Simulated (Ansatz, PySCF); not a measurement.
Process, species as SMILES: C=C(F)F + 4 [H][H] (H2) → 2 C (CH4) + 2 F (HF)

Quantity: energy of full hydrogenation (electronic), in kcal/mol. Conventions: six Cartesian d functions in 6-31G* and its kin unless marked 5d; no spin-orbit coupling; non-relativistic; dispersion terms only where a functional's name holds one; valence correlation only. CBS(X,Y): correlation extrapolated as X^-3; Hartree-Fock from the larger set. [CCSD(T)-MP2]/basis is that difference in the basis named. First-principles rows: single points at B3LYP-D3(BJ) geometries (Ansatz, a program for electronic structure).

Coupled cluster (Ansatz) is a level with limits of its own, used here on species with T1 under 0.025 (0.045 for open shells) and stable references: RI-MP2/CBS(aug-cc-pVTZ,aug-cc-pVQZ)+[CCSD(T)-MP2]/aug-cc-pVTZ.

Value to compare with, RI-MP2/CBS(aug-cc-pVTZ,aug-cc-pVQZ)+[CCSD(T)-MP2]/aug-cc-pVTZ (Ansatz): -99.8 kcal/mol.

```tsv
level	program	energy of full hydrogenation (electronic) (kcal/mol)	difference
HF/STO-3G	Ansatz	-82.6	17.2
SVWN5/6-31G*	Ansatz	-71.6	28.2
B3LYP/STO-3G	Ansatz	-40.1	59.7
B3LYP/6-31G*	Ansatz	-73.0	26.8
B3LYP/6-31+G*	Ansatz	-91.4	8.4
B3PW91/6-31G* (5d)	PySCF	-77.1	22.7
PBE0/def2-TZVPD	Ansatz	-99.7	0.1
wB97X-V/def2-TZVPD	Ansatz	-96.2	3.6
B2PLYP-D3(BJ)/def2-TZVPD	Ansatz + dftd3	-95.8	4.0
```

Among the 6 habitual levels, B3LYP/STO-3G lies farthest from RI-MP2/CBS(aug-cc-pVTZ,aug-cc-pVQZ)+[CCSD(T)-MP2]/aug-cc-pVTZ (Ansatz) (59.7 kcal/mol) and B3LYP/6-31+G* nearest (8.4); 6 of 6 lie above it, and their mean absolute difference is 27.2 kcal/mol, the median 24.8. One case shows no general order.

The levels are drawn from those run, B3LYP/6-31G* more often than the rest, none by its result; runs whose electronic state is in doubt are left out.
